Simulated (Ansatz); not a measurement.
# Ethane (C2H6): small, medium and large basis sets

An exercise on one series of results from a longer session: the logs are not shown, and one member is left open.

The runs use Ansatz 0.2.0, Gaussian basis; one geometry, several basis sets.

Plan: PBE0-D4/def2-SVP; ωB97M-V/def2-SVP; PBE0-D4/def2-QZVPP; ωB97M-V/def2-QZVPP; the functionals' def2-TZVPP values are taken from earlier runs.

**The relaxed structure**

All runs share one geometry, relaxed beforehand with PBE0-D4 in a triple-zeta def2 set.

SMILES `CC`, 8 atoms, charge 0, spin multiplicity 1.

Atoms are counted from 1 here; the program's logs count them from 0.

Bond lengths: C1–C2 1.519 Å, C1–H3 1.093 Å, C1–H4 1.093 Å, C1–H5 1.093 Å, C2–H6 1.093 Å, C2–H7 1.093 Å, C2–H8 1.093 Å. Angles: C2–C1–H3 111.4°, C2–C1–H4 111.4°, C2–C1–H5 111.4°, H3–C1–H4 107.5°, H3–C1–H5 107.5°, H4–C1–H5 107.5°, C1–C2–H6 111.4°, C1–C2–H7 111.4°, C1–C2–H8 111.4°, H6–C2–H7 107.5°, H6–C2–H8 107.5°, H7–C2–H8 107.5°.

Geometry (Å):

```xyz
8

C    -0.32677    0.13219   -0.67250
C     0.32677   -0.13219    0.67251
H     0.07046   -0.52958   -1.44588
H    -1.40705   -0.02570   -0.62896
H    -0.15863    1.16015   -1.00244
H    -0.07040    0.52964    1.44587
H     1.40706    0.02562    0.62894
H     0.15855   -1.16013    1.00249
```

Set-up of the first run:

in.yaml

```yaml
crystal:
  periodic: [false, false, false]
  atoms:
    - {symbol: C, position_ang: [-0.326768, 0.132190, -0.672504]}
    - {symbol: C, position_ang: [0.326766, -0.132188, 0.672507]}
    - {symbol: H, position_ang: [0.070462, -0.529575, -1.445884]}
    - {symbol: H, position_ang: [-1.407055, -0.025697, -0.628957]}
    - {symbol: H, position_ang: [-0.158626, 1.160154, -1.002444]}
    - {symbol: H, position_ang: [-0.070402, 0.529638, 1.445868]}
    - {symbol: H, position_ang: [1.407064, 0.025616, 0.628938]}
    - {symbol: H, position_ang: [0.158549, -1.160127, 1.002486]}
basis:
  gaussian: {orbitals: def2-SVP}
hamiltonian: {xc: pbe0, dispersion: d4}
output: {orbitals: {seedname: orbitals}}
```

Among the steps run: PBE0-D4 in def2-SVP; ωB97M-V in def2-SVP; PBE0-D4 in def2-QZVPP; ωB97M-V in def2-QZVPP.

One of the session's tables, all rows but one given; the rest of the session is left out.

It belongs to the step «Density functionals: the series». 

```
functional       basis  HOMO (eV)  LUMO (eV)
   PBE0-D4    def2-SVP      -9.52       2.12
   PBE0-D4  def2-TZVPP      -9.56       1.44
   PBE0-D4  def2-QZVPP      -9.57       0.92
   ωB97M-V    def2-SVP     -11.87       3.74
   ωB97M-V  def2-TZVPP          ?          ?
   ωB97M-V  def2-QZVPP     -11.93       2.04
```

Q: Estimate the row for ωB97M-V, def2-TZVPP from the others.

**Answer.** HOMO (eV): -11.92; LUMO (eV): 2.83. In the column «HOMO (eV)» it lies between ωB97M-V, def2-QZVPP (-11.93) and ωB97M-V, def2-SVP (-11.87).
